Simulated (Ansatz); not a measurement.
**C₅H₈: basis-set convergence**

One table from this session's results is given with a row withheld; the runs are named, their logs left out.

The runs use Ansatz 0.2.0, Gaussian basis; one geometry, several basis sets.

Levels to be run: PBE0-D4/def2-SVP; ωB97M-V/def2-SVP; PBE0-D4/def2-QZVPP; ωB97M-V/def2-QZVPP; the functionals' def2-TZVPP values are taken from earlier runs.

## The relaxed structure

The geometry comes from an earlier relaxation with PBE0-D4 in a triple-zeta def2 set; it is a stationary point, not always the lowest conformer.

13 atoms, charge 0, spin multiplicity 1.

Atoms are counted from 1 here; the program's logs count them from 0.

Bond lengths: C1–C2 1.321 Å, C1–H6 1.085 Å, C1–H7 1.085 Å, C2–C3 1.511 Å, C2–C5 1.511 Å, C3–C4 1.548 Å, C3–H8 1.092 Å, C3–H9 1.094 Å, C4–C5 1.548 Å, C4–H10 1.091 Å, C4–H11 1.090 Å, C5–H12 1.092 Å, C5–H13 1.094 Å. Angles: C2–C1–H6 121.3°, C2–C1–H7 121.4°, H6–C1–H7 117.3°, C1–C2–C3 133.9°, C1–C2–C5 134.0°, C3–C2–C5 91.6°, C2–C3–C4 87.8°, C2–C3–H8 117.4°, C2–C3–H9 111.9°, C4–C3–H8 118.1°, C4–C3–H9 111.9°, H8–C3–H9 108.5°, C3–C4–C5 88.9°, C3–C4–H10 111.8°, C3–C4–H11 117.1°, C5–C4–H10 111.8°, C5–C4–H11 117.1°, H10–C4–H11 109.0° and more.

Set-up of the first run:

The input, in.yaml:

```yaml
crystal:
  periodic: [false, false, false]
  atoms:
    - {symbol: C, position_ang: [-0.970417, 1.718627, 0.226024]}
    - {symbol: C, position_ang: [-0.246924, 0.614789, 0.161223]}
    - {symbol: C, position_ang: [-0.353495, -0.747433, 0.806901]}
    - {symbol: C, position_ang: [0.504632, -1.300711, -0.356503]}
    - {symbol: C, position_ang: [0.885000, 0.153132, -0.727313]}
    - {symbol: H, position_ang: [-1.809859, 1.803135, 0.907895]}
    - {symbol: H, position_ang: [-0.752115, 2.574562, -0.403538]}
    - {symbol: H, position_ang: [-1.354237, -1.159627, 0.948439]}
    - {symbol: H, position_ang: [0.178274, -0.789357, 1.762516]}
    - {symbol: H, position_ang: [-0.110556, -1.767332, -1.127004]}
    - {symbol: H, position_ang: [1.319203, -1.976676, -0.095764]}
    - {symbol: H, position_ang: [0.848188, 0.441659, -1.779381]}
    - {symbol: H, position_ang: [1.862295, 0.435212, -0.323464]}
basis:
  gaussian: {orbitals: def2-SVP}
hamiltonian: {xc: pbe0, dispersion: d4}
output: {orbitals: {seedname: orbitals}}
```

The run is started by

```sh
$ ansatz run in.yaml --threads 4 --pin off --events-out ev --progress --plain --max-ram 10444MiB
```

Steps of the session up to this table: PBE0-D4 in def2-SVP; ωB97M-V in def2-SVP; PBE0-D4 in def2-QZVPP; ωB97M-V in def2-QZVPP.

One of the session's tables, all rows but one given; the rest of the session is left out.

It belongs to the step «Density functionals: the series». 

| functional | basis | HOMO (eV) | LUMO (eV) |
| --- | --- | --- | --- |
| PBE0-D4 | def2-SVP | -6.98 | 0.49 |
| PBE0-D4 | def2-TZVPP | -7.02 | 0.28 |
| PBE0-D4 | def2-QZVPP | -7.03 | 0.16 |
| ωB97M-V | def2-SVP | ? | ? |
| ωB97M-V | def2-TZVPP | -9.26 | 2.27 |
| ωB97M-V | def2-QZVPP | -9.27 | 1.88 |

Estimate the missing values for ωB97M-V, def2-SVP.

The run gave: HOMO (eV): -9.22; LUMO (eV): 2.58. In the column «HOMO (eV)» it lies between ωB97M-V, def2-TZVPP (-9.26) and PBE0-D4, def2-QZVPP (-7.03).
